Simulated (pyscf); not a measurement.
Optimised with ωB97X-D3(BJ)/def2-SVP in PySCF. Correlated levels are frozen-core, on RHF or UHF. ΔMP2 is the change of the MP2 total energy from the triple- to the quadruple-zeta basis.

**Question.** For the elementary gas-phase step •H₂C–CH₂–Br (SMILES [CH2]CBr) -> H₃C–CH•–Br (SMILES C[CH]Br) (doublet surface; C–H broken, C–H formed), what barrier and reaction energy does CCSD(T)/def2-TZVPP + ΔMP2(QZVPP) give, measured from the reactant's lowest minimum found?

**Answer.** ΔE‡ = 45.0 kcal/mol, ΔE = -1.4 kcal/mol. Zero-point energy shifts the barrier by -2.8 kcal/mol. It is a hydrogen shift, with an imaginary mode of 2007i cm⁻¹. The same reactants have a lower exit, to H₂C=CH₂ + Br• (no saddle counted: cutting one bond, which may have a small barrier of its own, costs +8.2 kcal/mol at ωB97M-D3(BJ), against +44.1 kcal/mol here). One saddle was located; it need not be the lowest between these sides. The CCSD(T) − MP2 part came from Ansatz, without density fitting, on the same reference. The frozen core leaves the outer d or s,p core shells of the metals and heavy elements correlated in the MP2 and CC values, and def2-TZVPP describes them poorly, which can shift differences by a few kcal/mol. Elements up to Kr have no core potential and no relativistic terms here.
